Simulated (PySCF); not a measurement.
# A workflow on [Si2PH6]− (SMILES [SiH3][P-][SiH3])

Aim: a transition-state search (HF/ma-def2-SVP), then the harmonic vibrations, then a reaction path (HF/ma-def2-SVP), then a single-point energy (HF/ma-def2-SVP), then the energy (MP2/def2-TZVP), then the energy of [Si2PH6]−. Input form: a Python script.

The results are computed with PySCF 2.14.0.

## Step 1: The structure to begin with

[Si2PH6]−: 9 atoms, total charge -1, spin state singlet. As SMILES, `[SiH3][P-][SiH3]`. The run starts from this shape.

Bond lengths: Si1–P2 2.158 Å, P2–Si3 2.158 Å, Si1–H4 1.479 Å, Si1–H5 1.469 Å, Si1–H6 1.479 Å, Si3–H7 1.469 Å, Si3–H9 1.478 Å. Angles: Si1–P2–Si3 97.6°, P2–Si1–H4 116.3°, P2–Si1–H5 109.3°, P2–Si1–H6 116.3°, P2–Si3–H7 109.3°, P2–Si3–H9 116.3°, H4–Si1–H5 105.5°, H4–Si1–H6 102.8°, H5–Si1–H6 105.5°, H7–Si3–H9 105.5°. A long bond or contact: Si3–H8 1.774 Å.

## Step 2: A transition-state search at HF/ma-def2-SVP (run 1)

Contents of geometry.xyz:

```xyz
9

Si    -0.705700     1.123700    -0.940730
P      1.304400     0.393260    -0.653390
Si     0.861550    -1.076970     0.862470
H     -1.703470     0.133360    -1.398800
H     -0.698290     2.177330    -1.964810
H     -1.359260     1.725060     0.241300
H      2.103040    -1.755570     1.259060
H      0.231293    -1.012672    -0.794898
H      0.272030    -0.565380     2.118120
```

Contents of input.py:

```python
from pyscf import gto, scf
from pyscf.geomopt.geometric_solver import kernel as optimise

system = gto.Mole()
system.atom = 'geometry.xyz'
system.basis = 'ma-def2-svp'
system.verbose = 3
system.charge = -1
system.max_memory = 1860
system.build()

myscf = scf.RHF(system)
converged, mol_eq = optimise(myscf, maxsteps=60, transition=True, hessian=True)
print('converged:', converged)
print(mol_eq.tostring())

myscf.reset(mol_eq)
system = mol_eq
myscf.kernel()
energy = myscf.e_tot
print('E(%s) = %.9f' % ('HF', energy))
```

On the command line:

```
OMP_NUM_THREADS=1 python input.py
```

The program printed:

```text
converged SCF energy = -921.688503256577

[... 84 lines left out ...]
3 Imaginary Frequencies (cm^-1): 1766.157i 296.083i 242.296i
[... 24 lines left out ...]
converged SCF energy = -921.689797636384
[... 131 lines left out ...]
converged SCF energy = -921.71190392663
[... 131 lines left out ...]
converged SCF energy = -921.714294373108
[... 122 lines left out ...]
Converged! =D
[... 1 line left out ...]
converged: True
Si         -0.73463404        1.23948965       -0.91181788
P           1.33475882        0.47303142       -0.69981905
Si          0.81078538       -1.34135574        0.80758964
[... 5 lines of this table left out ...]
H          -0.02710542       -0.75828431        1.90558684
converged SCF energy = -921.714419427193
E(HF) = -921.714419427
```

Wall time 4.7 min (1 thread of Intel Xeon at 2.50GHz (Skylake/Cascade Lake), shared host); peak memory 0.18 GiB.

Steps, from the record of the run:

```csv
step,energy from the first frame kept (eV),largest force (eV/Å)
0,0.0000,2.5680
1,-0.0352,2.4070
2,-0.0930,2.3862
3,-0.1877,2.3011
4,-0.3205,2.0037
5,-0.4476,1.6071
6,-0.5578,1.1648
7,-0.6368,0.6868
8,-0.6742,0.2991
9,-0.6855,0.1382
10,-0.6919,0.0783
11,-0.6960,0.0576
12,-0.6993,0.0389
13,-0.7018,0.0327
14,-0.7036,0.0225
15,-0.7048,0.0147
16,-0.7052,0.0093
17,-0.7052,0.0029
18,-0.7052,0.0026
```

After the run. Bond lengths: Si1–P2 2.217 Å, P2–Si3 2.416 Å, Si1–H4 1.504 Å, Si1–H5 1.501 Å, Si1–H6 1.504 Å, Si3–H7 1.495 Å, Si3–H8 1.583 Å, Si3–H9 1.499 Å. Some angles: Si1–P2–Si3 96.7°, P2–Si1–H4 114.5°, P2–Si1–H5 111.7°, P2–Si1–H6 116.3°, P2–Si3–H7 100.2°, P2–Si3–H8 48.8°, P2–Si3–H9 106.6°, H4–Si1–H5 105.6°, H4–Si1–H6 103.7°, H5–Si1–H6 103.9°.

## Step 3: The harmonic vibrations at HF/ma-def2-SVP (run 2)

Contents of mol.xyz:

```xyz
9
H6PSi2
Si    -1.189254     1.104633    -0.642755
P      0.880139     0.338174    -0.430756
Si     0.356165    -1.476213     1.076653
H     -2.237563     0.035855    -0.788774
H     -1.335454     1.983079    -1.851469
H     -1.702668     1.955586     0.486687
H      1.718072    -1.769864     1.619331
H      0.206301    -1.349704    -0.493683
H     -0.481725    -0.893141     2.174650
```

Contents of calc.py:

```python
# [SiH3][P-][SiH3]
from pyscf import gto, scf, symm
from pyscf.hessian import thermo

molecule = gto.M(
    atom='mol.xyz',
    verbose=4,
    basis='ma-def2-svp',
    max_memory=1860,
    charge=-1,
)

mf = scf.RHF(molecule)
mf.kernel()

e_final = mf.e_tot
print('Final energy', e_final)
hess = mf.Hessian().kernel()
modes = thermo.harmonic_analysis(molecule, hess)
thermo.dump_normal_mode(molecule, modes)
symm.geom.TOLERANCE = 1e-3  # for the symmetry number
th = thermo.thermo(mf, modes['freq_au'], 298.15, 101325)
thermo.dump_thermo(molecule, th)
```

On the command line:

```
OMP_NUM_THREADS=1 python calc.py
```

The program printed:

```text
PySCF version 2.14.0

[... 65 lines left out ...]
converged SCF energy = -921.714419427218
Final energy -921.714419427218
[... 98 lines left out ...]
Gibbs free energy [Eh] -921.69501
```

Run time: 96 s. Hardware: 1 thread of Intel Xeon at 2.50GHz (Skylake/Cascade Lake), shared host; peak memory 0.17 GiB.

## Step 4: The intrinsic reaction coordinate at HF/ma-def2-SVP (path step 0.3 bohr*amu^0.5) (run 3)

Contents of geometry.xyz:

```xyz
9
H6PSi2
Si    -0.734634     1.239490    -0.911818
P      1.334759     0.473031    -0.699819
Si     0.810785    -1.341356     0.807590
H     -1.782943     0.170712    -1.057837
H     -0.880834     2.117936    -2.120532
H     -1.248048     2.090443     0.217624
H      2.172692    -1.635007     1.350268
H      0.660921    -1.214847    -0.762746
H     -0.027105    -0.758284     1.905587
```

Contents of calc.py:

```python
import numpy
from pyscf import gto, scf
from pyscf.hessian import thermo

system = gto.M(
    atom='geometry.xyz',
    charge=-1,
    spin=0,
    max_memory=1860,
    verbose=3,
    basis='ma-def2-svp',
)

mf = scf.RHF(system)
mf.kernel()
modes = thermo.harmonic_analysis(system, mf.Hessian().kernel())
print('lowest modes (1/cm)', numpy.round(modes['freq_wavenumber'][:3], 1))
w = numpy.sqrt(system.atom_mass_list(isotope_avg=True))[:, None]
mode = modes['norm_mode'][0] * w
mode /= numpy.linalg.norm(mode)
scanner = mf.nuc_grad_method().as_scanner()
x_ts, e_ts, ds = system.atom_coords() * w, mf.e_tot, 0.3  # mass-weighted, bohr amu^1/2
path = []
for sign in (1, -1):
    x, e_old = x_ts + sign * ds * mode, e_ts
    for k in range(1, 13):
        e, g = scanner(system.set_geom_(x / w, unit='bohr', inplace=False))
        if e > e_old:
            break
        path.append((sign * k * ds, e, x / w, g))
        d1 = -g / w / numpy.linalg.norm(g / w)
        g2 = scanner(system.set_geom_((x + 0.5 * ds * d1) / w, unit='bohr', inplace=False))[1] / w  # midpoint rule
        x, e_old = x - ds * g2 / numpy.linalg.norm(g2), e
path.sort(key=lambda p: p[0])
print('s (bohr amu^1/2)   E - E(TS) (kcal/mol)')
for s, e, x, g in path:
    print('%7.2f %10.3f' % (s, (e - e_ts) * 627.5095))
for s, e, x, g in (path[0], path[-1]):
    print('end at s = %.2f' % s)
    print(system.set_geom_(x, unit='bohr', inplace=False).tostring())
```

On the command line:

```
OMP_NUM_THREADS=1 python calc.py
```

The program printed:

```text
converged SCF energy = -921.714419427218
lowest modes (1/cm) [  0. +1477.4j 100.1   +0.j  134.7   +0.j ]

WARN: Mole.unit (angstrom) is changed to bohr

[... 46 lines left out ...]
WARN: Mole.unit (angstrom) is changed to bohr
[... 85 lines left out ...]
converged SCF energy = -921.770557203151
[... 93 lines left out ...]
WARN: Mole.unit (angstrom) is changed to bohr
[... 85 lines left out ...]
converged SCF energy = -921.749328858166
[... 93 lines left out ...]
WARN: Mole.unit (angstrom) is changed to bohr
[... 85 lines left out ...]
converged SCF energy = -921.812670168571
[... 16 lines left out ...]
WARN: Mole.unit (angstrom) is changed to bohr

Si         -0.72990361        1.23513407       -0.90842015
P           1.33687655        0.47416530       -0.67491666
Si          0.82893675       -1.27894004        0.75306936
[... 5 lines of this table left out ...]
H          -0.13165603       -1.07334372        1.88693942
end at s = 3.00

WARN: Mole.unit (angstrom) is changed to bohr

Si         -0.74766344        1.24624678       -0.91479413
P           1.32907961        0.44909639       -0.69365482
Si          0.80122898       -1.36563857        0.83611402
[... 5 lines of this table left out ...]
H           0.19414463       -0.53077312        1.97225586
```

Run time: 9 min. Hardware: 1 thread of Intel Xeon at 2.50GHz (Skylake/Cascade Lake), shared host; peak memory 0.19 GiB.

The path in brief:

```csv
step,energy from the first frame kept (eV),largest force (eV/Å)
0,0.0000,1.7569
1,0.0963,2.0738
2,0.2775,2.6233
3,0.5286,3.1099
4,0.8465,3.4731
5,1.2213,3.6510
6,1.6341,3.5722
7,2.0527,3.1638
8,2.4282,2.3773
9,2.6968,1.2531
10,2.6997,1.0872
11,2.4624,1.6120
12,2.1804,1.6590
13,1.8994,1.6811
14,1.6269,1.6032
15,1.3787,1.4174
16,1.1686,1.1676
17,1.0077,1.0184
18,0.9579,1.7725
19,0.8315,0.9653
```

## Step 5: The energy at HF/ma-def2-SVP (run 4)

Contents of input.xyz:

```xyz
9
H6PSi2
Si    -0.705700     1.123700    -0.940730
P      1.304400     0.393260    -0.653390
Si     0.861550    -1.076970     0.862470
H     -1.703470     0.133360    -1.398800
H     -0.698290     2.177330    -1.964810
H     -1.359260     1.725060     0.241300
H      2.103040    -1.755570     1.259060
H     -0.074300    -2.154790     0.476780
H      0.272030    -0.565380     2.118120
```

Contents of run.py:

```python
from pyscf import gto

mol = gto.M(
    atom='input.xyz',
    max_memory=1860,
    charge=-1,
    basis='ma-def2-svp',
    verbose=4,
)

calc0 = mol.RHF()
calc0.kernel()

e_tot = calc0.e_tot
print('Final energy', e_tot)
```

On the command line:

```
OMP_NUM_THREADS=1 python run.py
```

The program printed:

```text
PySCF version 2.14.0

[... 61 lines left out ...]
converged SCF energy = -921.819527549239
Final energy -921.8195275492387
```

Run time: 5.1 s. Hardware: 1 thread of Intel Xeon at 2.50GHz (Skylake/Cascade Lake), shared host; peak memory 0.15 GiB.

## Step 6: The energy at MP2/def2-TZVP (C-PCM dimethylsulfoxide) (run 5)

Contents of input.py:

```python
# [SiH3][P-][SiH3]
from pyscf import gto, scf, mp, solvent

mol = gto.M(
    atom='''
Si      -0.734634       1.239490      -0.911818
P        1.334759       0.473031      -0.699819
Si       0.810785      -1.341356       0.807590
H       -1.782943       0.170712      -1.057837
H       -0.880834       2.117936      -2.120532
H       -1.248048       2.090443       0.217624
H        2.172692      -1.635007       1.350268
H        0.660921      -1.214847      -0.762746
H       -0.027105      -0.758284       1.905587
''',
    max_memory=1860,
    spin=0,
    basis='def2-tzvp',
    verbose=4,
    charge=-1,
)

mf = scf.RHF(mol)
mf = mf.PCM()
mf.with_solvent.method = 'C-PCM'
mf.with_solvent.eps = 46.826  # dimethylsulfoxide
mf.kernel()

pt = mp.MP2(mf, frozen=15).run()
e_final = pt.e_tot
print(f'total energy: {e_final:.8f} hartree')
dip = mf.dip_moment()
pop, q = mf.mulliken_pop()
```

On the command line:

```
OMP_NUM_THREADS=1 python input.py
```

The program printed:

```text
PySCF version 2.14.0

[... 57 lines left out ...]
Solvent Energy = -0.0773214781316537
[... 15 lines left out ...]
Solvent Energy = -0.0796922947087479
[... 15 lines left out ...]
Solvent Energy = -0.079643946844345
[... 15 lines left out ...]
Solvent Energy = -0.079639287629155
[... 15 lines left out ...]
Dipole moment(X, Y, Z, Debye): -4.27578, -0.40194,  1.88785
[... 157 lines left out ...]
charge of    8H =     -0.07188
```

Run time: 2.3 min. Hardware: 1 thread of Intel Xeon at 2.50GHz (Skylake/Cascade Lake), shared host; peak memory 0.81 GiB.

## Step 7: The energy at MP2/def2-TZVP (C-PCM dimethylsulfoxide) (run 6)

Contents of calc.py:

```python
from pyscf import gto, scf, mp, solvent

system = gto.Mole()
system.atom = '''
Si      -0.705700       1.123700      -0.940730
P        1.304400       0.393260      -0.653390
Si       0.861550      -1.076970       0.862470
H       -1.703470       0.133360      -1.398800
H       -0.698290       2.177330      -1.964810
H       -1.359260       1.725060       0.241300
H        2.103040      -1.755570       1.259060
H       -0.074300      -2.154790       0.476780
H        0.272030      -0.565380       2.118120
'''
system.max_memory = 1860
system.spin = 0
system.basis = 'def2-tzvp'
system.charge = -1
system.verbose = 4
system.build()

mf = scf.RHF(system)
mf = mf.PCM()
mf.with_solvent.method = 'C-PCM'
mf.with_solvent.eps = 46.826
mf.kernel()

pt = mp.MP2(mf, frozen=15).run()
e_final = pt.e_tot
print('E(%s) = %.9f' % ('MP2', e_final))
mf.analyze()
```

On the command line:

```
OMP_NUM_THREADS=1 python calc.py
```

The program printed:

```text
PySCF version 2.14.0

[... 120 lines left out ...]
MO #7   energy= -5.28358987562131  occ= 2
[... 27 lines left out ...]
MO #35  energy= 0.276285872630334  occ= 0
[... 27 lines left out ...]
MO #63  energy= 0.85953509368859   occ= 0
[... 27 lines left out ...]
MO #91  energy= 1.57655637782894   occ= 0
[... 27 lines left out ...]
MO #119 energy= 2.3648426356926    occ= 0
[... 27 lines left out ...]
MO #147 energy= 14.4344944349664   occ= 0
[... 160 lines left out ...]
WARN: System has nonzero charge -1; the dipole moment is origin-dependent.
Location of origin: [0. 0. 0.]

Dipole moment(X, Y, Z, Debye): -4.50692, -1.35950,  2.25506
```

Wall time 1.9 min (1 thread of Intel Xeon at 2.50GHz (Skylake/Cascade Lake), shared host); peak memory 0.81 GiB.

## Step 8: Summary of results

| quantity | value |
| --- | --- |
| run 1, HF/ma-def2-SVP: total energy at the end | -921.71442 Eh |
| run 1, HF/ma-def2-SVP: HOMO energy | -1.80 eV |
| run 1, HF/ma-def2-SVP: LUMO energy | 4.63 eV |
| run 1, HF/ma-def2-SVP: HOMO–LUMO gap (to an unbound level, set by the basis) | 6.42 eV |
| run 2, HF/ma-def2-SVP: lowest harmonic wavenumber | 1477i cm⁻¹ (imaginary) |
| run 2, HF/ma-def2-SVP: highest harmonic wavenumber | 2272 cm⁻¹ |
| run 3, HF/ma-def2-SVP: energy at the saddle point | -921.71442 Eh |
| run 4, HF/ma-def2-SVP: total energy | -921.81953 Eh |
| run 4, HF/ma-def2-SVP: HOMO energy | -2.65 eV |
| run 4, HF/ma-def2-SVP: LUMO energy | 4.68 eV |
| run 4, HF/ma-def2-SVP: HOMO–LUMO gap (to an unbound level, set by the basis) | 7.34 eV |
| run 5, MP2/def2-TZVP: total energy | -922.55142 Eh |
| run 5, MP2/def2-TZVP: HOMO energy (Hartree–Fock orbitals) | -5.90 eV |
| run 5, MP2/def2-TZVP: LUMO energy (Hartree–Fock orbitals) | 2.54 eV |
| run 5, MP2/def2-TZVP: HOMO–LUMO gap (to an unbound level, set by the basis) | 8.43 eV |
| run 5, MP2/def2-TZVP: correlation energy (15 core orbitals frozen) | -429.5 mEh |
| run 5, MP2/def2-TZVP: solvent term in the energy | -209.1 kJ/mol |
| run 6, MP2/def2-TZVP: total energy | -922.63561 Eh |
| run 6, MP2/def2-TZVP: HOMO energy (Hartree–Fock orbitals) | -7.08 eV |
| run 6, MP2/def2-TZVP: LUMO energy (Hartree–Fock orbitals) | 3.76 eV |
| run 6, MP2/def2-TZVP: HOMO–LUMO gap (to an unbound level, set by the basis) | 10.84 eV |
| run 6, MP2/def2-TZVP: correlation energy (15 core orbitals frozen) | -405.4 mEh |
| run 6, MP2/def2-TZVP: solvent term in the energy | -218.7 kJ/mol |

1 mode is imaginary (lowest 1477i cm⁻¹): a first-order saddle point. Mulliken charges (run 4, HF/ma-def2-SVP) run from -0.80 on P2 to +0.31 on Si3; they depend strongly on the basis.
